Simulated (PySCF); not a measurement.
Compound: 2-chloropropionitrile, C₃H₄ClN.
SMILES: `C[C@@H](Cl)C#N`

The closed-shell ground state was solved at several levels (PySCF, density fitting, gas phase, non-relativistic). Geometry: PBE0-D3(BJ)/def2-TZVP; no solvent, vibrations or thermal averaging.

```tsv
level	basis functions	HOMO (eV)	LUMO (eV)	gap (eV)	dipole (D)
wB97X-D/pcSseg-2	243	-11.09	1.08	12.17	3.71
PBE0/pcSseg-2	243	-9.18	-0.76	8.42	3.69
B97-2/pcSseg-2	243	-8.92	-0.83	8.09	3.68
```

(1) What might KT3/pcSseg-2 (243 basis functions) give for the same quantities?

(2) Over all these levels, which gives the widest orbital gap and which the narrowest?

(3) In the pcSseg-2 basis, how does the gap go with the fixed share of exact exchange?

(4) How far do the dipole and the HOMO energy spread over the levels?

## Answers

(1) HOMO -7.88 eV, LUMO -1.86 eV, gap 6.02 eV, dipole 3.56 D.

(2) wB97X-D/pcSseg-2 (range-separated hybrid) has the widest, 12.17 eV, and KT3/pcSseg-2 (GGA) the narrowest, 6.02 eV. From the narrowest to the widest the HOMO moves by -3.21 eV and the LUMO by +2.94 eV.

(3) KT3 (0 %) 6.02 eV; B97-2 (21 %) 8.09 eV; PBE0 (25 %) 8.42 eV. Each rise in the share widens the gap here.

(4) The dipole runs from 3.56 to 3.71 D (mean 3.66 D) and the HOMO from -11.09 to -7.88 eV.
